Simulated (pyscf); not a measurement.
H₂N–SiH₃ → H₂N–SiH₃ (concerted two-bond exchange; singlet surface; H–N, H–Si broken, H–N, H–Si formed). Optimised with ωB97X-D3(BJ)/def2-SVP in PySCF. MP2 and CC: frozen core, UHF for open shells. ΔMP2 is the change of the MP2 total energy from the triple- to the quadruple-zeta basis. Energies in kcal/mol from the reactant's lowest minimum found.

```tsv
level	barrier	reaction energy
ωB97X-D3(BJ)/def2-TZVP	140.9	0.0
r²SCAN/def2-TZVP	131.8	0.0
PBE0-D3(BJ)/def2-TZVP	135.8	0.0
HF/def2-TZVP	151.6	0.0
MP2/def2-QZVPP	150.1	0.0
CCSD/def2-TZVPP	141.8	0.0
CCSD(T)/def2-TZVPP + ΔMP2(QZVPP)	[?]	0.0
```

Question: Fill in the missing entries.

Answer: 
- CCSD(T)/def2-TZVPP + ΔMP2(QZVPP), barrier: 137.5

The same reactants have a lower exit, to H₂N–SiH: [singlet] + H₂ (barrier +63.4 kcal/mol at ωB97M-D3(BJ), against +137.5 kcal/mol here). One saddle was located; it need not be the lowest between these sides. One closed-shell reference is unstable to symmetry breaking; treat the single-reference values with care. The CCSD(T) − MP2 part came from Ansatz, without density fitting, on the same reference. The largest closed-shell T1 diagnostic is 0.034, which may signal static correlation.
